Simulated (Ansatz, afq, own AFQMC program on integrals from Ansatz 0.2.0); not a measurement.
## Atomization energy of Si2H4, singlet

```yaml
atoms:
  - { symbol: Si, position_ang: [0.0000, 0.0325, 1.1295] }
  - { symbol: Si, position_ang: [0.0000, -0.0813, -1.2584] }
  - { symbol: H, position_ang: [0.0000, 1.3666, 1.7907] }
  - { symbol: H, position_ang: [1.1977, -0.7210, 1.6091] }
  - { symbol: H, position_ang: [-1.1977, -0.7210, 1.6091] }
  - { symbol: H, position_ang: [0.0000, 1.4351, -1.4171] }
```

Connectivity, by distances: SiH3–SiH.

Atoms in their ground-state spins without spin–orbit coupling (mostly on UHF) minus the molecule (RHF), without zero-point energy. The geometry is a stationary point, not shown to be a minimum.

Basis cc-pVDZ. Only valence electrons are correlated. Integrals, coupled cluster, full CI and functionals: Ansatz 0.2.0; the random walks run on the same integrals in our own AFQMC program. The CISD trial takes its coefficients from CCSD amplitudes. Released means that phaseless walkers are propagated on without the constraint, phases kept. ± is one standard error of the sampling. The errors of all members are added in quadrature.

No full CI on the walks' own integrals is used here; CCSDT(Q) serves as the reference and is uncertain by about the last step of the cluster series. Each member takes its own surest rung, up to full CI.

Errors are counted within cc-pVDZ, not against nature.

Cautions: Si₂H₄ (singlet): higher spins were not checked, restricted determinant unstable towards unrestricted (UHF 119 meV lower, ⟨S²⟩ 0.45).

Reference (CCSDT(Q)): 1390.3 kJ/mol.

| level | atomization energy (kJ/mol) | error against CCSDT(Q) (kJ/mol) |
| --- | --- | --- |
| HF | 1094.9 | -295.4 |
| MP2 | 1349.8 | -40.5 |
| CCSD | 1377.8 | -12.5 |
| CCSD(T) | 1388.5 | -1.8 |
| CCSDT | 1389.7 | -0.6 |
| ph-AFQMC/HF | 1407.5 ± 4.8 | 17.2 ± 4.8 |
| ph-AFQMC/CISD | 1390.7 ± 1.0 | 0.4 ± 1.0 |
| released AFQMC | 1391.5 ± 1.6 | 1.2 ± 1.6 |

Correlation beyond CCSD(T) adds 1.8 kJ/mol. The perturbative (T) step is worth +10.7 kJ/mol.

A walk keeps the symmetry of its determinant, which the program's search chose and which needn't be the lowest solution, so a lower state of the same spin and another symmetry isn't excluded. Released energies are given only where the last usable release times agree within the noise; a slower fall can still hide under it.
